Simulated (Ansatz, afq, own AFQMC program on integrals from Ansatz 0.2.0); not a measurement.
AFQMC on a folder of integrals that Ansatz 0.2.0 wrote.

```yaml
crystal:
  periodic: [false, false, false]
  atoms:
    - {symbol: B, position_ang: [0.000000, 0.000000, 0.674429]}
    - {symbol: C, position_ang: [0.000000, 0.000000, -2.527571]}
    - {symbol: H, position_ang: [0.000000, 0.000000, 1.853141]}
basis:
  gaussian: {orbitals: 6-31G}
magnetization: {spin_polarized: false, initial_magnetization: 2}
correlation: {method: ccsd_t, electrons: outside_noble_gas, hamiltonian_folder: ham}
```

```sh
$ ansatz run in.yaml --threads 1 --pin off --events-out ev --progress --plain --max-ram 24576MiB --backend cuda --devices 0, --max-vram 18GiB
```

Options of the walk:

```
--method free --trial cisd --walkers 50 --time-step 0.05 --max-blocks 120 --target-error 0.00136 --factor-cut 1e-06 --seed 6994 --times 0.0,0.5,1.0,2.0,3.0,4.0 --taylor-order 6
```

Times are imaginary, in 1/Eh. The walk had a cap of 60 s.

Output of the walk:

```
orbitals 18  electrons 5 3  factors 102 of 285
reference energy -62.79090234 Eh
CCSD correlation -0.09884097 Eh in 17 cycles, weight of the determinant in the CISD state 0.8976
repeat  energy at the last time / Eh  error
    10  -62.891238  0.000533
    20  -62.891573  0.000392
    30  -62.891468  0.000278
time / (1/Eh)  energy / Eh  error  mean overlap
  0.00  -62.889651  0.000083  1.1143
  0.50  -62.890832  0.000134  1.1118
  1.00  -62.891274  0.000140  1.1103
  2.00  -62.891643  0.000163  1.0946
  3.00  -62.891747  0.000195  1.0996
  4.00  -62.891484  0.000271  1.0897
energy -62.891484 +/- 0.000271 Eh
```

The run passed its tests (error under three times the target), which doesn't prove that it has relaxed.

Against this walk (error 7.4 meV) on the same determinant: CCSD(T) 12.0 meV higher (within the noise), CCSDT(Q) 6.1 meV lower (within the noise), CCSDTQ 7.1 meV lower (within the noise), full CI 7.2 meV lower (within the noise). The error is statistical, and a free projection of finite length keeps a remainder of its start.

Cautions: remainder of the start not in the error; lower spins were not checked; a spin-contaminated unrestricted determinant lies lower (UHF 174 meV lower, ⟨S²⟩ 2.43); the time-step error isn't removed.

The walk took 4.4 s on 1 × NVIDIA H100 80GB HBM3 with 2 threads of AMD EPYC 7R13 Processor (Zen 3), with other jobs on the host (the card was shared). The log's last line is the free-projection energy.

CCSDT and higher add their correlation energy to the determinant of the CCSD(T) run, since their own runs factorise the integrals more tightly (a shift of under 2 meV). A walk keeps the symmetry of its determinant, which the program's search chose and which needn't be the lowest solution, so a lower state of the same spin and another symmetry isn't excluded.
